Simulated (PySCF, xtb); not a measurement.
Ranking isomers of CH2OSi

3 gas-phase structures of CH2OSi, found in a search over its isomers (lower ones may exist). Each was relaxed with GFN2-xTB:

A. `C1O[Si]1`, a singlet
B. a singlet given by its coordinates
C. `C=[Si]=O`, a singlet

B (Å):

```json
{"atom": "C", "x (Å)": "-1.6888", "y (Å)": "-1.2940", "z (Å)": "-0.8176"}
{"atom": "O", "x (Å)": "-1.8085", "y (Å)": "-1.6510", "z (Å)": "0.2923"}
{"atom": "Si", "x (Å)": "-1.5523", "y (Å)": "0.0192", "z (Å)": "-2.0310"}
{"atom": "H", "x (Å)": "-2.6908", "y (Å)": "-0.0011", "z (Å)": "-2.9342"}
{"atom": "H", "x (Å)": "-0.2850", "y (Å)": "-0.0578", "z (Å)": "-2.7381"}
```

Close contacts (Å): C1–O2 1.17, C1–Si3 1.79, Si3–H4 1.45, Si3–H5 1.45.

Which do you expect lowest at r2SCAN-D4/def2-SVP, and how would the others follow?

Calculated order at r2SCAN-D4/def2-SVP: A (0.0), B (9.3), C (12.8) kcal/mol.

Energies above the lowest of each column, in kcal/mol; the last columns are at B3LYP/6-31G* geometries:

```json
{"structure": "A", "GFN2-xTB": "28.9", "HF/STO-3G": "0.0", "r2SCAN-D4/def2-SVP": "0.0", "B3LYP/6-31G*": "0.0", "CCSD(T)/def2-TZVP": "0.0"}
{"structure": "B", "GFN2-xTB": "56.5", "HF/STO-3G": "34.5", "r2SCAN-D4/def2-SVP": "9.3", "B3LYP/6-31G*": "3.7", "CCSD(T)/def2-TZVP": "7.1"}
{"structure": "C", "GFN2-xTB": "0.0", "HF/STO-3G": "88.7", "r2SCAN-D4/def2-SVP": "12.8", "B3LYP/6-31G*": "18.0", "CCSD(T)/def2-TZVP": "10.8"}
```

CCSD(T)/def2-TZVP puts A lowest; GFN2-xTB picks C. Large T1 diagnostics make some coupled-cluster values less sure.

Programs: PySCF 2.14.0, xtb 6.7.1 (Pople sets with spherical d functions).
